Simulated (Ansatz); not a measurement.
This Ansatz (a first-principles code) input (PBE/def2-SVP) gives -399.08327 Eh with 28 basis functions.

Ansatz 0.2 input:
```yaml
crystal:
  periodic: [false, false, false]
  atoms:
    - {symbol: S, position_ang: [0.00184013, 0.00030176, 0.10309296]}
    - {symbol: H, position_ang: [-0.00752722, 0.96781232, -0.82771199]}
    - {symbol: H, position_ang: [-0.02191490, -0.97264043, -0.82177540]}
basis:
  gaussian:
    orbitals: def2-SVP
hamiltonian:
  xc: {name: PBE}
magnetization: {spin_polarized: false}
```

Change:
```diff
- orbitals: def2-SVP
+ orbitals: 6-31G*
```

Task: What does the run give now?

Result: -399.18631 Eh (PBE/6-31G*, 23 functions), a change of -103.04 mEh.
